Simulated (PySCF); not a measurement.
Saddle point of SiNH8F, closed shell (SiH₄ + NH₃ + HF → SiH₃F ([F][SiH3]) + NH₃ + H₂; bonds formed: Si1–F7, H2–H8, H6–N9; bonds broken: Si1–H2, H6–F7, H8–N9), PBE0-D4/def2-TZVP structure:

| atom | x (Å) | y (Å) | z (Å) |
| --- | --- | --- | --- |
| Si1 | -0.4774 | 0.9219 | -1.1556 |
| H2 | 0.1033 | -0.6046 | -0.8689 |
| H3 | -0.6718 | 0.3251 | -2.5408 |
| H4 | -0.0989 | 2.2955 | -1.6290 |
| H5 | -1.8609 | 0.8440 | -0.6024 |
| H6 | 0.6014 | -0.0455 | 1.5380 |
| F7 | 0.3749 | 1.2813 | 0.3210 |
| H8 | 0.2911 | -0.9530 | 0.1945 |
| N9 | 0.5375 | -1.0536 | 1.3466 |
| H10 | 1.4163 | -1.5256 | 1.5267 |
| H11 | -0.2156 | -1.4854 | 1.8698 |

Energies are electronic, without zero-point energy. Barriers and step energies count from the start structure reached by relaxing down the imaginary mode; all methods use the PBE0-D4 structures, on which another method's saddle can fall below an end. PySCF 2.14 with density fitting (its default auxiliary sets; JK sets also for MP2 and CCSD(T)); basis: def2-TZVPP, with def2-QZVPP for the basis limit; cores frozen in the correlated methods. B3LYP uses VWN-RPA correlation. Extrapolation: Hartree–Fock as exp(−7.88 √X), correlation as X^−2.97.

```csv
method,barrier (kJ/mol),step energy (kJ/mol)
SPW92,56.6,-29.0
PBE-D4,90.9,-44.7
r2SCAN-D4,?,-58.5
PBE0-D4,?,-47.1
B3LYP-D4,111.2,-58.1
BHLYP-D4,?,-62.8
wB97M-V,111.8,-61.3
HF,166.7,-72.4
MP2,121.9,-63.1
CCSD,132.3,-59.8
CCSD(T),125.5,-58.8
```

Question: Fill in the withheld barriers. (To be estimated.)

Answer: Computed: PBE0-D4 102.5; BHLYP-D4 122.7; r2SCAN-D4 92.2 kJ/mol. Each is the energy of the saddle less that of the start structure, by the same method.

For comparison, the barrier by CCSD(T) at an estimated basis limit (MP2 extrapolated from triple and quadruple zeta, plus CCSD(T) − MP2 in triple zeta) is 120.6 kJ/mol.

T1 diagnostic: at most 0.012.

Labels in which every atom is bracketed show which atoms are joined, not bond orders.

For scale, one of the runs: CCSD(T)/def2-TZVPP, 216 basis functions, launched by `OMP_NUM_THREADS=4 python run.py`. The run took 10 min on 4 CPU threads of an Arm Neoverse V1 (shared host), with 3.2 GiB of host memory at its peak.
